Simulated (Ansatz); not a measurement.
C4H6O can be A, `C#CC(C)O`, or B, `CC1(O)C=C1`.

Isolated molecules relaxed with PBE0-D4/def2-TZVP in Ansatz; ΔE leaves out vibrations. CCSD(T)/CBS adds triple-zeta CCSD(T) − MP2 to the extrapolated MP2 energy (def2 sets, frozen cores). DFT in def2-TZVPP. B3LYP here is the variant with VWN-RPA as its local correlation; programs differ in this. Each species was taken in one conformer, which may not be the lowest.

Task: Which isomer does CCSD(T)/CBS put lower? Give the gap. (An estimate is asked.)

Result: Computed: A, by 13.4 kcal/mol.

Task: Give E(B) − E(A) in kcal/mol with r2SCAN-D4, PBE0-D4, PBE-D4, CCSD(T)/def2-SVP, CCSD(T)/def2-TZVPP, LDA (SPW92), B3LYP-D4. (Estimate.)

Result: Ansatz gave: r2SCAN-D4 9.6, PBE0-D4 7.9, PBE-D4 8.0, CCSD(T)/def2-SVP 11.5, CCSD(T)/def2-TZVPP 14.1, LDA (SPW92) 4.5, B3LYP-D4 13.2. None reverses the order clearly.

Task: Does the order hold for the free energy at 298.15 K (harmonic terms from PBE0-D4)? (Estimate.)

Result: Ansatz gave: Yes: G(B) − G(A) = +13.5 kcal/mol, for one conformer each.

Largest T1 diagnostic: 0.011.

Leaving LDA and LC-ωPBE aside and taking each functional with its dispersion term where it has one, the values, not all of them listed here, spread over 6.6 kcal/mol, from PBE0-D4 to B2PLYP. LDA lies −3.7 kcal/mol from PBE without D4. In def2-TZVPP, CCSD(T) changes the Hartree–Fock value by −3.8 kcal/mol (the triples alone add −0.4 kcal/mol) and MP2 by −4.2 kcal/mol.
